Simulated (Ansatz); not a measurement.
System: rutile MnF₂. Method: BLYP (Ansatz, an electronic-structure program, PAW).

Run with plane-wave cutoff 520 eV, 8×8×10 k mesh (along the axes of the cell as run), Fermi–Dirac smearing 0.01 eV, spin-polarised with opposed moments, scalar-relativistic PAW data made under PBE.

Energies at three volumes about the minimum:

| V (Å³/atom) | E − E_lowest (meV/atom) |
|---|---|
| 13.521 | 1.41 |
| 13.797 | 0.00 |
| 14.073 | 1.33 |

Question: Fit a parabola by hand: where is the minimum, and what is the bulk modulus?

Answer: Slopes: (0.00 − 1.41)/(13.797 − 13.521) = -5.109 and (1.33 − 0.00)/(14.073 − 13.797) = 4.819 meV/Å³. Curvature E″ = 2 × (4.819 − (-5.109))/(14.073 − 13.521) = 35.971 meV/Å⁶. From the middle of the first interval, the slope vanishes at V0 = 13.6590 − (-5.109)/35.971 = 13.801 Å³/atom. B = V0 E″ = 13.801 × 35.971 meV/Å³ × 0.1602 GPa per meV/Å³ = 79.5 GPa. The full Birch–Murnaghan fit to all volumes gives V0 = 13.795 Å³/atom and B0 = 79.4 GPa.

Shape and atoms are relaxed at each volume.

Note: without U or exact exchange, gaps and moments of open d shells tend to come out too small; the bulk modulus comes from volumes at which shape and atoms were relaxed.
